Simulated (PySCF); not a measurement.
**How methods differ on the ionisation energy of F**

F [He] 2s2 2p5 (2P) → F⁺ [He] 2s2 2p4 (3P), as a difference of total energies. Computed with PySCF 2.14 in Sapporo-DZP-2012 (4s3p1d, 18 functions), with scalar relativity by spin-free X2C-1e. Correlated levels: valence: 1s2 frozen. The calculations carry no spin-orbit coupling.

```
           method  ionisation energy (eV)
              UHF                  15.622
             BP86                  17.491
           M06-2X                  17.293
   CCSD (valence)                  16.764
CCSD(T) (valence)                  16.767
```

Estimate what MP2 (valence) gives.

16.869 eV, closest to CCSD(T) (valence) among the rows shown.

Estimate what SCS-MP2 (valence) gives.

16.815 eV, closest to CCSD(T) (valence) among the rows shown.

Errors of the correlated levels include the incompleteness of this basis and the frozen core.

For comparison: 17.427 eV (measured; NIST levels, between the centres of gravity of the two terms).
